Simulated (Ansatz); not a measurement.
**C3H3F (SMILES C#CCF): functionals against CCSD(T) at one geometry**

One table from this session's results is given with a row withheld; the runs are named, their logs left out.

The runs use Ansatz 0.2.0, Gaussian basis; single points in def2-TZVPP.

Cores are frozen in the correlated methods.

**Starting geometry**

SMILES `C#CCF`, 7 atoms, charge 0, spin multiplicity 1.

Atoms are counted from 1 here; the program's logs count them from 0.

Bond lengths: C1–C2 1.250 Å, C1–H5 1.017 Å, C2–C3 1.491 Å, C3–F4 1.349 Å, C3–H6 1.054 Å, C3–H7 1.167 Å. Angles: C2–C1–H5 173.1°, C1–C2–C3 165.3°, C2–C3–F4 114.8°, C2–C3–H6 111.3°, C2–C3–H7 108.6°, F4–C3–H6 113.0°, F4–C3–H7 100.9°, H6–C3–H7 107.4°.

Coordinates:

```mol
C3H3F
  3D, bonds by distance, orders not assigned

  7  6  0  0  0  0  0  0  0  0999 V2000
   -1.1882    0.9435   -0.9434 C   0  0
   -0.2309    0.3719   -0.3778 C   0  0
    0.6302   -0.4732    0.4975 C   0  0
    0.0825   -1.6504    0.8627 F   0  0
   -1.8856    1.4464   -1.4868 H   0  0
    1.5997   -0.5774    0.0966 H   0  0
    0.7360    0.0512    1.5341 H   0  0
  1  2  8  0
  1  5  8  0
  2  3  8  0
  3  4  8  0
  3  6  8  0
  3  7  8  0
M  END
```

The first run:

Contents of run/in.yaml:

```yaml
crystal:
  periodic: [false, false, false]
  atoms:
    - {symbol: C, position_ang: [-1.188200, 0.943500, -0.943400]}
    - {symbol: C, position_ang: [-0.230900, 0.371900, -0.377800]}
    - {symbol: C, position_ang: [0.630200, -0.473200, 0.497500]}
    - {symbol: F, position_ang: [0.082500, -1.650400, 0.862700]}
    - {symbol: H, position_ang: [-1.885600, 1.446400, -1.486800]}
    - {symbol: H, position_ang: [1.599700, -0.577400, 0.096600]}
    - {symbol: H, position_ang: [0.736000, 0.051200, 1.534100]}
basis:
  gaussian: {orbitals: def2-TZVPP}
correlation: {method: ccsd_t}
output: {forces: true}
```

The command line of these runs was not kept.

Steps of the session up to this table: CCSD(T)/def2-TZVPP; PBE0-D4/def2-TZVPP; wB97M-V/def2-TZVPP; r2SCAN-D4/def2-TZVPP; PBE-D4/def2-TZVPP; BLYP-D4/def2-TZVPP; wB97X-V/def2-TZVPP.

One table of the session follows, with a row left open; its other results are not shown here.

| method | RMS force component (eV/Å) | angle to CCSD(T) forces (°) | dipole (D) |
| --- | --- | --- | --- |
| CCSD(T) | 1.773 | reference | 1.37 |
| PBE0-D4 | 2.038 | 8.3 | 1.33 |
| wB97M-V | 2.119 | 9.0 | 1.34 |
| r2SCAN-D4 | 1.953 | 6.2 | 1.28 |
| PBE-D4 | 1.835 | 7.6 | 1.24 |
| BLYP-D4 | 1.866 | 8.6 | 1.27 |
| wB97X-V | ? | ? | ? |

**Question.** Estimate the row for wB97X-V.

**Answer.** RMS force component (eV/Å): 2.157; angle to CCSD(T) forces (°): 8.6; dipole (D): 1.36. In the column «RMS force component (eV/Å)» it is the highest.
